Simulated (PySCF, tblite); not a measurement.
# ClF: protonation, part 2 of 2

tblite 0.8.0 and PySCF 2.14.0. Atoms count from 0. The steps go on from the part before.

## Step 20: Single point (HClF+, [FH+]Cl): wavefunction

Geometry: PBE0-D3(BJ)/def2-SVP.

What the job is given:

```
{"job": {"kind": "sp", "xc": "CCSD(T)", "basis": "aug-cc-pVTZ", "grid": 2}, "charge": 1, "multiplicity": 1}
F      0.918540    -0.088270    -0.464902
Cl    -0.747824     0.011988     0.171947
H      1.573102     0.219252     0.175301
```

With the program's defaults for keys left out, this is: wavefunction single point, frozen core, gas phase.

Output:

```text
final grid: 28728 points
cycle   1  E = -559.0286491872  dE =  4.579e-01  |g| = 4.976e-01  |ddm| = 2.624e+00
cycle   2  E = -559.0889890491  dE = -6.034e-02  |g| = 2.463e-01  |ddm| = 8.743e-01
cycle   3  E = -559.0971506334  dE = -8.162e-03  |g| = 5.841e-02  |ddm| = 2.736e-01
cycle   4  E = -559.0981462603  dE = -9.956e-04  |g| = 2.459e-02  |ddm| = 8.879e-02
cycle   5  E = -559.0983503689  dE = -2.041e-04  |g| = 6.890e-03  |ddm| = 4.152e-02
cycle   6  E = -559.0983897022  dE = -3.933e-05  |g| = 2.223e-03  |ddm| = 2.157e-02
cycle   7  E = -559.0983936068  dE = -3.905e-06  |g| = 7.463e-04  |ddm| = 7.623e-03
cycle   8  E = -559.0983943849  dE = -7.781e-07  |g| = 4.358e-04  |ddm| = 3.008e-03
cycle   9  E = -559.0983949057  dE = -5.208e-07  |g| = 2.011e-04  |ddm| = 3.412e-03
cycle  10  E = -559.0983950459  dE = -1.402e-07  |g| = 3.206e-05  |ddm| = 2.610e-03
cycle  11  E = -559.0983950477  dE = -1.795e-09  |g| = 5.160e-06  |ddm| = 2.869e-04
converged SCF energy = -559.0983950477
E(HF, exact integrals) = -559.0984859562
E(MP2) = -559.5485330035
E(CCSD) = -559.5717182546
E(CCSD(T)) = -559.5890758598
T1 diagnostic = 0.0152
```

Run time: 41 s. Hardware: 1 thread of Arm Neoverse V2, shared host; peak memory 1.2 GiB.

## Step 21: Protonation: CCSD(T)/aug-cc-pVTZ

This step combines the energies above: geometries from PBE0-D3(BJ)/def2-SVP, zero-point and thermal terms from PBE0-D3(BJ)/def2-SVP.

What the job is given:

```
{"job": {"kind": "pa", "geom": {"xc": "PBE0", "basis": "def2-SVP", "d3": "d3bj", "grid": 1}, "hess": 1, "level": {"xc": "CCSD(T)", "basis": "aug-cc-pVTZ"}}, "charge": 0, "multiplicity": 1}
F      0.819918     0.057142    -0.081105
Cl    -0.814408    -0.054607     0.052807
```

Output (the driver's rows laid out field by field):

```text
protonation site by site, CCSD(T)/aug-cc-pVTZ // PBE0-D3(BJ)/def2-SVP

row 1
  formula                 ClFH
  charge                  1
  multiplicity            1
  smiles                  F[ClH+]
  kept                    yes
  pieces                  1
  point_group             Cs
  atom                    1
  element                 Cl
  electronic              520.91
  enthalpy                503.76
  free_energy             477.83
  share_gas               0.9996

row 2
  formula                 ClFH
  charge                  1
  multiplicity            1
  smiles                  [FH+]Cl
  kept                    yes
  pieces                  1
  point_group             Cs
  atom                    0
  element                 F
  electronic              505.1
  enthalpy                484.27
  free_energy             458.33
  share_gas               0.0003833
```

It took 91 s on 1 thread of Arm Neoverse V2, shared host; peak memory 1.2 GiB.

Energy given off on adding a proton (kJ/mol, gas phase, 298 K for the thermal columns):

```tsv
site	product	electronic	enthalpy	free energy
Cl1	F[ClH+]	520.9	503.8	477.8
F0	[FH+]Cl	505.1	484.3	458.3
```

## Step 22: Single point (ClF): wavefunction

Geometry: PBE0-D3(BJ)/def2-SVP.

What the job is given:

```
{"job": {"kind": "sp", "xc": "MP2", "basis": "aug-cc-pVTZ", "grid": 2}, "charge": 0, "multiplicity": 1}
F      0.819918     0.057142    -0.081105
Cl    -0.814408    -0.054607     0.052807
```

Level: wavefunction single point, frozen core, gas phase.

Output:

```text
final grid: 23352 points
cycle   1  E = -558.8777228481  dE =  1.740e-02  |g| = 3.544e-01  |ddm| = 1.866e+00
cycle   2  E = -558.8992632089  dE = -2.154e-02  |g| = 1.573e-01  |ddm| = 4.438e-01
cycle   3  E = -558.9028492216  dE = -3.586e-03  |g| = 4.531e-02  |ddm| = 1.565e-01
cycle   4  E = -558.9031938808  dE = -3.447e-04  |g| = 1.170e-02  |ddm| = 4.720e-02
cycle   5  E = -558.9032335612  dE = -3.968e-05  |g| = 1.710e-03  |ddm| = 1.367e-02
cycle   6  E = -558.9032348424  dE = -1.281e-06  |g| = 3.351e-04  |ddm| = 2.212e-03
cycle   7  E = -558.9032349184  dE = -7.603e-08  |g| = 1.099e-04  |ddm| = 7.192e-04
cycle   8  E = -558.9032349250  dE = -6.587e-09  |g| = 3.146e-05  |ddm| = 2.272e-04
converged SCF energy = -558.9032349250
E(HF, exact integrals) = -558.9033330992
E(MP2) = -559.3618142906
```

Wall time 1.1 s (1 thread of Arm Neoverse V2, shared host).

## Step 23: Single point (HClF+, F[ClH+]): wavefunction

Geometry: PBE0-D3(BJ)/def2-SVP.

What the job is given:

```
{"job": {"kind": "sp", "xc": "MP2", "basis": "aug-cc-pVTZ", "grid": 2}, "charge": 1, "multiplicity": 1}
F      0.701106     0.079474    -0.195901
Cl    -0.852964    -0.082273     0.136807
H     -1.322351     0.302109    -1.046816
```

Level: wavefunction single point, frozen core, gas phase.

Output:

```text
final grid: 28728 points
cycle   1  E = -559.0044980627  dE =  6.736e-01  |g| = 5.965e-01  |ddm| = 2.565e+00
cycle   2  E = -559.0859873732  dE = -8.149e-02  |g| = 2.757e-01  |ddm| = 1.019e+00
cycle   3  E = -559.0970644108  dE = -1.108e-02  |g| = 7.423e-02  |ddm| = 2.735e-01
cycle   4  E = -559.0979892146  dE = -9.248e-04  |g| = 2.182e-02  |ddm| = 9.258e-02
cycle   5  E = -559.0981222054  dE = -1.330e-04  |g| = 4.293e-03  |ddm| = 2.990e-02
cycle   6  E = -559.0981343251  dE = -1.212e-05  |g| = 1.575e-03  |ddm| = 9.504e-03
cycle   7  E = -559.0981357864  dE = -1.461e-06  |g| = 4.964e-04  |ddm| = 3.361e-03
cycle   8  E = -559.0981359811  dE = -1.948e-07  |g| = 1.390e-04  |ddm| = 1.450e-03
cycle   9  E = -559.0981359969  dE = -1.573e-08  |g| = 4.191e-05  |ddm| = 4.105e-04
cycle  10  E = -559.0981359987  dE = -1.847e-09  |g| = 1.763e-05  |ddm| = 1.445e-04
converged SCF energy = -559.0981359987
E(HF, exact integrals) = -559.0982314030
E(MP2) = -559.5575910630
```

It took 2.2 s on 1 thread of Arm Neoverse V2, shared host; peak memory 0.59 GiB.

## Step 24: Single point (HClF+, [FH+]Cl): wavefunction

Geometry: PBE0-D3(BJ)/def2-SVP.

What the job is given:

```
{"job": {"kind": "sp", "xc": "MP2", "basis": "aug-cc-pVTZ", "grid": 2}, "charge": 1, "multiplicity": 1}
F      0.918540    -0.088270    -0.464902
Cl    -0.747824     0.011988     0.171947
H      1.573102     0.219252     0.175301
```

Method: wavefunction single point, frozen core, gas phase.

Output:

```text
final grid: 28728 points
cycle   1  E = -559.0286491872  dE =  4.579e-01  |g| = 4.976e-01  |ddm| = 2.624e+00
cycle   2  E = -559.0889890491  dE = -6.034e-02  |g| = 2.463e-01  |ddm| = 8.743e-01
cycle   3  E = -559.0971506334  dE = -8.162e-03  |g| = 5.841e-02  |ddm| = 2.736e-01
cycle   4  E = -559.0981462603  dE = -9.956e-04  |g| = 2.459e-02  |ddm| = 8.879e-02
cycle   5  E = -559.0983503689  dE = -2.041e-04  |g| = 6.890e-03  |ddm| = 4.152e-02
cycle   6  E = -559.0983897022  dE = -3.933e-05  |g| = 2.223e-03  |ddm| = 2.157e-02
cycle   7  E = -559.0983936068  dE = -3.905e-06  |g| = 7.463e-04  |ddm| = 7.623e-03
cycle   8  E = -559.0983943849  dE = -7.781e-07  |g| = 4.358e-04  |ddm| = 3.008e-03
cycle   9  E = -559.0983949057  dE = -5.208e-07  |g| = 2.011e-04  |ddm| = 3.412e-03
cycle  10  E = -559.0983950459  dE = -1.402e-07  |g| = 3.206e-05  |ddm| = 2.610e-03
cycle  11  E = -559.0983950477  dE = -1.795e-09  |g| = 5.160e-06  |ddm| = 2.869e-04
converged SCF energy = -559.0983950477
E(HF, exact integrals) = -559.0984859562
E(MP2) = -559.5485327810
```

Wall time 2.2 s (1 thread of Arm Neoverse V2, shared host); peak memory 0.59 GiB.

## Step 25: Protonation: MP2/aug-cc-pVTZ

This step combines the energies above: geometries from PBE0-D3(BJ)/def2-SVP, zero-point and thermal terms from PBE0-D3(BJ)/def2-SVP.

What the job is given:

```
{"job": {"kind": "pa", "geom": {"xc": "PBE0", "basis": "def2-SVP", "d3": "d3bj", "grid": 1}, "hess": 1, "level": {"xc": "MP2", "basis": "aug-cc-pVTZ"}}, "charge": 0, "multiplicity": 1}
F      0.819918     0.057142    -0.081105
Cl    -0.814408    -0.054607     0.052807
```

Output (the driver's rows laid out field by field):

```text
protonation site by site, MP2/aug-cc-pVTZ // PBE0-D3(BJ)/def2-SVP

row 1
  formula                 ClFH
  charge                  1
  multiplicity            1
  smiles                  F[ClH+]
  kept                    yes
  pieces                  1
  point_group             Cs
  atom                    1
  element                 Cl
  electronic              514.01
  enthalpy                496.86
  free_energy             470.93
  share_gas               1.0

row 2
  formula                 ClFH
  charge                  1
  multiplicity            1
  smiles                  [FH+]Cl
  kept                    yes
  pieces                  1
  point_group             Cs
  atom                    0
  element                 F
  electronic              490.23
  enthalpy                469.39
  free_energy             443.45
  share_gas               1.534e-05
```

Run time: 5.5 s. Hardware: 1 thread of Arm Neoverse V2, shared host; peak memory 0.59 GiB.

Energy given off on adding a proton (kJ/mol, gas phase, 298 K for the thermal columns):

```tsv
site	product	electronic	enthalpy	free energy
Cl1	F[ClH+]	514.0	496.9	470.9
F0	[FH+]Cl	490.2	469.4	443.4
```

## Step 26: Single point (ClF): HF/aug-cc-pVTZ

Geometry: PBE0-D3(BJ)/def2-SVP.

What the job is given:

```
{"job": {"kind": "sp", "xc": "HF", "basis": "aug-cc-pVTZ", "grid": 2}, "charge": 0, "multiplicity": 1}
F      0.819918     0.057142    -0.081105
Cl    -0.814408    -0.054607     0.052807
```

Output:

```text
final grid: 23352 points
cycle   1  E = -558.8777228481  dE =  1.740e-02  |g| = 3.544e-01  |ddm| = 1.866e+00
cycle   2  E = -558.8992632089  dE = -2.154e-02  |g| = 1.573e-01  |ddm| = 4.438e-01
cycle   3  E = -558.9028492216  dE = -3.586e-03  |g| = 4.531e-02  |ddm| = 1.565e-01
cycle   4  E = -558.9031938808  dE = -3.447e-04  |g| = 1.170e-02  |ddm| = 4.720e-02
cycle   5  E = -558.9032335612  dE = -3.968e-05  |g| = 1.710e-03  |ddm| = 1.367e-02
cycle   6  E = -558.9032348424  dE = -1.281e-06  |g| = 3.351e-04  |ddm| = 2.212e-03
cycle   7  E = -558.9032349184  dE = -7.603e-08  |g| = 1.099e-04  |ddm| = 7.192e-04
cycle   8  E = -558.9032349250  dE = -6.587e-09  |g| = 3.146e-05  |ddm| = 2.272e-04
converged SCF energy = -558.9032349250
```

Wall time 0.18 s (1 thread of Arm Neoverse V2, shared host).

## Step 27: Single point (HClF+, F[ClH+]): HF/aug-cc-pVTZ

Geometry: PBE0-D3(BJ)/def2-SVP.

What the job is given:

```
{"job": {"kind": "sp", "xc": "HF", "basis": "aug-cc-pVTZ", "grid": 2}, "charge": 1, "multiplicity": 1}
F      0.701106     0.079474    -0.195901
Cl    -0.852964    -0.082273     0.136807
H     -1.322351     0.302109    -1.046816
```

Output:

```text
final grid: 28728 points
cycle   1  E = -559.0044980627  dE =  6.736e-01  |g| = 5.965e-01  |ddm| = 2.565e+00
cycle   2  E = -559.0859873732  dE = -8.149e-02  |g| = 2.757e-01  |ddm| = 1.019e+00
cycle   3  E = -559.0970644108  dE = -1.108e-02  |g| = 7.423e-02  |ddm| = 2.735e-01
cycle   4  E = -559.0979892146  dE = -9.248e-04  |g| = 2.182e-02  |ddm| = 9.258e-02
cycle   5  E = -559.0981222054  dE = -1.330e-04  |g| = 4.293e-03  |ddm| = 2.990e-02
cycle   6  E = -559.0981343251  dE = -1.212e-05  |g| = 1.575e-03  |ddm| = 9.504e-03
cycle   7  E = -559.0981357864  dE = -1.461e-06  |g| = 4.964e-04  |ddm| = 3.361e-03
cycle   8  E = -559.0981359811  dE = -1.948e-07  |g| = 1.390e-04  |ddm| = 1.450e-03
cycle   9  E = -559.0981359969  dE = -1.573e-08  |g| = 4.191e-05  |ddm| = 4.105e-04
cycle  10  E = -559.0981359987  dE = -1.847e-09  |g| = 1.763e-05  |ddm| = 1.445e-04
converged SCF energy = -559.0981359987
```

It took 0.29 s on 1 thread of Arm Neoverse V2, shared host.

## Step 28: Single point (HClF+, [FH+]Cl): HF/aug-cc-pVTZ

Geometry: PBE0-D3(BJ)/def2-SVP.

What the job is given:

```
{"job": {"kind": "sp", "xc": "HF", "basis": "aug-cc-pVTZ", "grid": 2}, "charge": 1, "multiplicity": 1}
F      0.918540    -0.088270    -0.464902
Cl    -0.747824     0.011988     0.171947
H      1.573102     0.219252     0.175301
```

Output:

```text
final grid: 28728 points
cycle   1  E = -559.0286491872  dE =  4.579e-01  |g| = 4.976e-01  |ddm| = 2.624e+00
cycle   2  E = -559.0889890491  dE = -6.034e-02  |g| = 2.463e-01  |ddm| = 8.743e-01
cycle   3  E = -559.0971506334  dE = -8.162e-03  |g| = 5.841e-02  |ddm| = 2.736e-01
cycle   4  E = -559.0981462603  dE = -9.956e-04  |g| = 2.459e-02  |ddm| = 8.879e-02
cycle   5  E = -559.0983503689  dE = -2.041e-04  |g| = 6.890e-03  |ddm| = 4.152e-02
cycle   6  E = -559.0983897022  dE = -3.933e-05  |g| = 2.223e-03  |ddm| = 2.157e-02
cycle   7  E = -559.0983936068  dE = -3.905e-06  |g| = 7.463e-04  |ddm| = 7.623e-03
cycle   8  E = -559.0983943849  dE = -7.781e-07  |g| = 4.358e-04  |ddm| = 3.008e-03
cycle   9  E = -559.0983949057  dE = -5.208e-07  |g| = 2.011e-04  |ddm| = 3.412e-03
cycle  10  E = -559.0983950459  dE = -1.402e-07  |g| = 3.206e-05  |ddm| = 2.610e-03
cycle  11  E = -559.0983950477  dE = -1.795e-09  |g| = 5.160e-06  |ddm| = 2.869e-04
converged SCF energy = -559.0983950477
```

It took 0.31 s on 1 thread of Arm Neoverse V2, shared host.

## Step 29: Protonation: HF/aug-cc-pVTZ

This step combines the energies above: geometries from PBE0-D3(BJ)/def2-SVP, zero-point and thermal terms from PBE0-D3(BJ)/def2-SVP.

What the job is given:

```
{"job": {"kind": "pa", "geom": {"xc": "PBE0", "basis": "def2-SVP", "d3": "d3bj", "grid": 1}, "hess": 1, "level": {"xc": "HF", "basis": "aug-cc-pVTZ"}}, "charge": 0, "multiplicity": 1}
F      0.819918     0.057142    -0.081105
Cl    -0.814408    -0.054607     0.052807
```

Output (the driver's rows laid out field by field):

```text
protonation site by site, HF/aug-cc-pVTZ // PBE0-D3(BJ)/def2-SVP

row 1
  formula                 ClFH
  charge                  1
  multiplicity            1
  smiles                  F[ClH+]
  kept                    yes
  pieces                  1
  point_group             Cs
  atom                    1
  element                 Cl
  electronic              511.71
  enthalpy                494.56
  free_energy             468.63
  share_gas               0.771

row 2
  formula                 ClFH
  charge                  1
  multiplicity            1
  smiles                  [FH+]Cl
  kept                    yes
  pieces                  1
  point_group             Cs
  atom                    0
  element                 F
  electronic              512.39
  enthalpy                491.56
  free_energy             465.62
  share_gas               0.229
```

Run time: 0.87 s. Hardware: 1 thread of Arm Neoverse V2, shared host.

Energy given off on adding a proton (kJ/mol, gas phase, 298 K for the thermal columns):

```tsv
site	product	electronic	enthalpy	free energy
Cl1	F[ClH+]	511.7	494.6	468.6
F0	[FH+]Cl	512.4	491.6	465.6
```

## Step 30: Results

What follows sums up all 2 parts.

```
                                           quantity                value
          strongest single infrared mode (GFN2-xTB)  664 cm⁻¹, 75 km/mol
                       zero-point energy (GFN2-xTB)         0.9 kcal/mol
                                        point group                Cinfv
               rotational constants (main isotopes)     15.20, 15.20 GHz
proton affinity (−ΔH), Cl1 (wB97X-D3(BJ)/def2-TZVP)         511.5 kJ/mol
 proton affinity (−ΔH), F0 (wB97X-D3(BJ)/def2-TZVP)         476.2 kJ/mol
   proton affinity (−ΔH), Cl1 (CCSD(T)/aug-cc-pVTZ)         503.8 kJ/mol
    proton affinity (−ΔH), F0 (CCSD(T)/aug-cc-pVTZ)         484.3 kJ/mol
       proton affinity (−ΔH), Cl1 (MP2/aug-cc-pVTZ)         496.9 kJ/mol
        proton affinity (−ΔH), F0 (MP2/aug-cc-pVTZ)         469.4 kJ/mol
        proton affinity (−ΔH), Cl1 (HF/aug-cc-pVTZ)         494.6 kJ/mol
         proton affinity (−ΔH), F0 (HF/aug-cc-pVTZ)         491.6 kJ/mol
```

The one mode is real. GFN2-xTB is a fitted tight-binding method: band positions and strengths are rough. Its intensities can rank the bands wrongly. Over 3 steps the energy fell by 0.018 eV; of the close pairs, F0–Cl1 changed most, 1.682 to 1.644 Å (PBE0/def2-SVP). At wB97X-D3(BJ)/def2-TZVP the proton affinity (−ΔH) runs from 476.2 kJ/mol (F0) to 511.5 kJ/mol (Cl1). At CCSD(T)/aug-cc-pVTZ the proton affinity (−ΔH) runs from 484.3 kJ/mol (F0) to 503.8 kJ/mol (Cl1). At MP2/aug-cc-pVTZ the proton affinity (−ΔH) runs from 469.4 kJ/mol (F0) to 496.9 kJ/mol (Cl1). At HF/aug-cc-pVTZ the proton affinity (−ΔH) runs from 491.6 kJ/mol (F0) to 494.6 kJ/mol (Cl1).
